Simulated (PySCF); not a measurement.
**A basis-limit estimate, worked out**

An elementary step of BH3ClF, singlet (BH₂Cl ([BH2][Cl]) + HF → BH₂F ([BH2][F]) + HCl; bonds formed: B1–F6, Cl2–H5; bonds broken: B1–Cl2, H5–F6). “Start” is the structure reached by relaxing down from the saddle towards the reactants; PBE0-D4/def2-TZVP structures. The saddle:

B1  (-0.086, 0.290, -0.444)
Cl2  (0.858, -1.371, 0.207)
H3  (0.735, 1.095, -0.744)
H4  (-0.980, -0.041, -1.153)
H5  (0.048, -0.487, 1.150)
F6  (-0.575, 0.514, 0.985)
(Å)

Program: PySCF 2.14 with density fitting (its default auxiliary sets; JK sets also for MP2 and CCSD(T)). Basis: def2-TZVPP and def2-QZVPP. Cores are frozen in the correlated methods.

Energies in eV:

| quantity | saddle | start |
| --- | --- | --- |
| Hartree–Fock, triple zeta (X = 3) | -15929.96935 | -15931.06486 |
| Hartree–Fock, quadruple zeta (X = 4) | -15930.47005 | -15931.57040 |
| MP2 correlation, X = 3 | -16.07379 | -15.48459 |
| MP2 correlation, X = 4 | -17.51148 | -16.92378 |
| CCSD(T) correlation, X = 3 | -17.46088 | -16.92455 |

Q: Work out the barrier at the basis limit: extrapolate Hartree–Fock as E(X) = E∞ + A exp(−7.88 √X) and the MP2 correlation as E(X) = E∞ + B X^−2.97 (the exponents that Neese and Valeev fitted for def2-TZVPP and QZVPP), then add CCSD(T) − MP2 in triple zeta.

A: Each step is linear, so take the differences first (saddle − start): Hartree–Fock 1.09551 (X = 3) and 1.10035 (X = 4); MP2 correlation -0.58920 and -0.58770; CCSD(T) correlation -0.53633.
Two points give E∞ = E(4) + w [E(4) − E(3)], with w = 1/(exp(7.88 (2 − √3)) − 1) = 0.1377 for Hartree–Fock and w = 1/((4/3)^2.97 − 1) = 0.7407 for the correlation.
Hartree–Fock: 1.10035 + 0.1377 × 0.00484 = 1.1010 eV.
MP2 correlation: -0.58770 + 0.7407 × 0.00150 = -0.5866 eV.
CCSD(T) − MP2: -0.53633 − (-0.58920) = 0.0529 eV.
Sum: 1.1010 + (-0.5866) + 0.0529 = 0.5673 eV, or 13.08 kcal/mol. Plain CCSD(T) in triple zeta gives 0.5592 eV, so the larger basis shifts the result by 0.0081 eV.

No T1 diagnostic of these runs exceeds 0.012.

Labels in which every atom is bracketed show which atoms are joined, not bond orders.

For scale, one of the runs: CCSD(T)/def2-TZVPP, 146 basis functions, launched by `OMP_NUM_THREADS=4 python run.py`. The run took 2 min on 4 CPU threads of an Intel Xeon (shared host), with 0.96 GiB of host memory at its peak.
